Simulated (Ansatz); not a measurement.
Two shapes of singlet C5H5(-).

Shape 1:

```xyz
10

C     1.2120    0.0399   -0.0290
C     0.3395    1.1083    0.0110
C    -1.0004    0.6658   -0.0074
C    -1.0027   -0.7101    0.0407
C     0.3801   -1.1536    0.0485
H     2.3332   -0.0174   -0.0252
H     0.6717    2.1951   -0.0306
H    -1.8657    1.3146    0.0357
H    -1.9010   -1.3577    0.0188
H     0.6994   -2.1710    0.0480
```

Shape 2:

```xyz
10

C     1.1055    0.0000    0.0000
C     0.3416    1.0514    0.0000
C    -0.8943    0.6498    0.0000
C    -0.8943   -0.6498    0.0000
C     0.3416   -1.0514    0.0000
H     2.1136    0.0000    0.0000
H     0.6531    2.0101    0.0000
H    -1.7099    1.2423    0.0000
H    -1.7099   -1.2423    0.0000
H     0.6531   -2.0101    0.0000
```

Basis set: cc-pVDZ (spherical functions). Frozen core: 5 orbitals. Charge -1, multiplicity 1.

Computed with Ansatz (development build ahead of 0.2.0); each method stands on the lowest determinant of its kind that the runs found.

Q: Which shape is lower in energy, and by how much in each method?

A:

| method | E(2) − E(1) (eV) |
| --- | --- |
| RHF | 2.249 |
| RHF-MP2 | 2.921 |

Shape 1 is lower. Caution: no diffuse functions for an anion; no unrestricted run beside it, a lower state can exist.
